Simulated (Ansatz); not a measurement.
# Structure relaxation of Ga₃As₂

These are results of Ansatz, DFT PBE, scalar-relativistic, plane waves, PAW, not measurements. Cutoff 420 eV, Γ-centred k mesh, Gaussian smearing, no spin polarisation in the final step.

Ga₃As₂ was placed on the anti-A-type sesquioxide structure type (P-3m1, No. 164), with As in place of La, Ga in place of O, at a guessed volume.

```xyz
5
Lattice="4.0906 0.0000 0.0000 -2.0453 3.5426 0.0000 0.0000 0.0000 6.3644" Properties=species:S:1:pos:R:3 pbc="T T T"
Ga    0.0000    0.0000    0.0000
Ga    0.0000    2.3617    4.1050
Ga    2.0453    1.1809    2.2594
As    0.0000    2.3617    1.5593
As    2.0453    1.1809    4.8051
```

Cell and atoms relax at zero pressure; the relaxation can't lower the symmetry of the start. After a coarse first stage the cell is made exact in the group found at 0.06 Å.

The zero of energy is the elements' standard structures at the same level; no fitted shifts are applied.

(1) Which crystal results?

(2) What are its volume, energy, density and gap?

Answers

(1) It keeps P-3m1 (No. 164). The result has the A-type sesquioxide structure. Conventional cell: a = 4.367 Å, c = 6.687 Å. Around Ga on Wyckoff site a (1 atom of the primitive cell) lie 6 As at 3.00 Å and 6 Ga at 3.46 Å; Ga on Wyckoff site d (2 atoms of the primitive cell) is coordinated by 4 As at 2.63–2.68 Å; As has 4 Ga at 2.63–2.68 Å and 3 Ga at 3.00 Å.

```cif
data_structure
_symmetry_space_group_name_H-M 'P-3m1'
_symmetry_Int_Tables_number 164
_cell_length_a 4.3671
_cell_length_b 4.3671
_cell_length_c 6.6869
_cell_angle_alpha 90.000
_cell_angle_beta 90.000
_cell_angle_gamma 120.000
_cell_volume 110.44
loop_
_atom_site_label
_atom_site_type_symbol
_atom_site_symmetry_multiplicity
_atom_site_Wyckoff_symbol
_atom_site_fract_x
_atom_site_fract_y
_atom_site_fract_z
_atom_site_occupancy
Ga1 Ga 1 a 0.00000 0.00000 0.00000 1
Ga2 Ga 2 d 0.33333 0.66667 0.64463 1
As1 As 2 d 0.33333 0.66667 0.24320 1
```

(2) The volume per atom is 22.09 Å³, the density is 5.40 g/cm³ and the energy over the elements is -0.04 eV/atom. The gap on the 12×12×6 mesh is 0 eV (a metal).

The final run used a 12×12×6 mesh on its 5-atom cell and 0.10 eV smearing. For metals, differences of a few meV/atom aren't resolved. A structure relaxed within its symmetry needn't be a true minimum.

Cost: 3 runs of about 3.4 core-minutes in all, on Arm Neoverse V2 (shared hosts).